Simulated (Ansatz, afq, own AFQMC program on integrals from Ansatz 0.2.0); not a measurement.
# F, doublet → F⁺, triplet

A free F atom.

E(triplet, charge +1) − E(doublet, charge +0) at this geometry, on UHF and UHF determinants.

Basis aug-cc-pVDZ. Only valence electrons are correlated. AFQMC by an in-house program on the Cholesky factors that Ansatz 0.2.0 writes for its CCSD(T) run. The CISD trial takes its coefficients from CCSD amplitudes. Released means that phaseless walkers are propagated on without the constraint, phases kept. Uncertainties: one standard error, sampling alone. The errors of all members are added in quadrature.

Full CI on the same integrals is exact in this basis and with this determinant's frozen core.

The best estimate is CCSD(T) at the basis-set limit (CBS: def2-TZVPP and def2-QZVPP, with their diffuse functions for anions and beside diffuse sets, CCSD(T) itself extrapolated) plus the step from CCSD(T) to full CI in aug-cc-pVDZ. Rows without CBS are in aug-cc-pVDZ, the functionals in def2-TZVP; B2PLYP and the wave-function rows carry a basis error of their own. Core correlation and relativity beyond core potentials are missing, and ± holds the sampling alone.

Cautions: F⁺ (triplet): the released energies have errors that jump between times, so the bars are unsure, so no released level is given (meV from the phaseless value at times in 1/Eh: -1.7 ± 0.3 at 0.24, -2.3 ± 0.4 at 0.51, -2.5 ± 0.5 at 0.99, -8 ± 5 at 1.62, -0.7 ± 1.4 at 2.40), though the last usable value meets full CI within the noise.

Best estimate: 1679.9 kJ/mol.

```tsv
level	vertical ionization energy (kJ/mol)	error against the best estimate (kJ/mol)
HF	1521.3	-158.6
MP2	1656.3	-23.6
CCSD	1648.5	-31.5
CCSD(T)	1651.3	-28.6
CCSDT	1651.5	-28.4
CCSDT(Q)	1651.7	-28.2
CCSDTQ	1651.7	-28.2
ph-AFQMC/CISD	1651.5 ± 0.2	-28.4 ± 0.2
FCI	1651.7	-28.2
HF/CBS	1510.0	-169.9
MP2/CBS	1683.8	3.8
CCSD(T)/CBS	1679.6	-0.3
PBE	1703.0	23.1
r2SCAN	1691.9	12.0
PBE0	1683.0	3.1
B3LYP	1709.9	30.0
wB97M-V	1682.9	3.0
B2PLYP	1683.2	3.3
```

Correlation beyond CCSD(T) adds 0.3 kJ/mol. Going to the basis-set limit adds 28.2 kJ/mol at CCSD(T). The perturbative (T) step is worth +2.9 kJ/mol. The functionals spread over 27.0 kJ/mol; wB97M-V and PBE0 come nearest and B3LYP is 30.0 kJ/mol too high.

Best estimates are given only where the step beyond CCSD(T) is under 0.3 eV and no member's determinant is very poor (T1 over 0.05, or 0.07 for open shells, ⟨S²⟩ too high by 0.3, two states mixed), so the hardest cases are missing from such tables.

The functionals ran in a triple-zeta set and keep a basis error of their own, a few kJ/mol for each bond in atomization energies and more for double hybrids, so close places among them and the extrapolated levels can swap.

CCSDT and higher add their correlation energy to the determinant of the CCSD(T) run, since their own runs factorise the integrals more tightly (a shift of under 2 meV). Each member of a difference takes its own highest rung, so a best estimate needn't equal the limit plus the step of one row. A walk keeps the symmetry of its determinant, which the program's search chose and which needn't be the lowest solution, so a lower state of the same spin and another symmetry isn't excluded.
